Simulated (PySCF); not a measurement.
Molecule: `InChI=1S/C4H7O2/c1-4-5-2-3-6-4/h2-3H2,1H3/q+1`.

Bonds (- single, = double, # triple, : aromatic): C1-C2, C2-O3, O3-C4, C4-C5, C5-O6, O6-C2. C1 carries H7, H8, H9; C4 carries H10, H11; C5 carries H12, H13. Formal charges: C2 +1.

Total charge +1.

Frames of a GFN2-xTB Langevin trajectory at 300 K; GIAO PBE0/pcSseg-1 shieldings in PySCF 2.14, gas phase, non-relativistic; equivalent atoms averaged within each frame.

Scale: 13C (σref 186.93) and 1H (σref 31.72) vs TMS; 17O (σref 336.08) against H2O (reference shieldings calculated alike). The references are static minima.

Q: How do the shifts (ppm) fluctuate along the trajectory?

A: 
| time (fs) | C2 | C4/C5 | C1 | O3/O6 | H10/H11/H12/H13 | H7/H8/H9 |
| --- | --- | --- | --- | --- | --- | --- |
| optimised geometry | 203.1 | 75.8 | 17.2 | 258.2 | 5.59 | 3.33 |
| 250 | 209.1 | 74.1 | 15.2 | 260.6 | 6.13 | 3.26 |
| 425 | 205.5 | 73.3 | 20.7 | 255.3 | 5.22 | 3.66 |
| 625 | 205.4 | 70.3 | 21.3 | 250.0 | 5.38 | 3.36 |
| 800 | 208.4 | 80.6 | 15.4 | 273.1 | 5.82 | 3.54 |
| 1000 | 203.5 | 78.5 | 19.7 | 266.3 | 5.05 | 3.77 |
| mean of frames | 206.4 | 75.4 | 18.4 | 261.1 | 5.52 | 3.52 |
| standard deviation | 2.3 | 4.1 | 2.9 | 9.0 | 0.44 | 0.21 |

5 frames give an uncertainty of the mean of about the standard deviation over 2.2 at best, since frames this close in time may not be independent; classical motion lacks zero-point vibration, and the reference would need the same averaging.
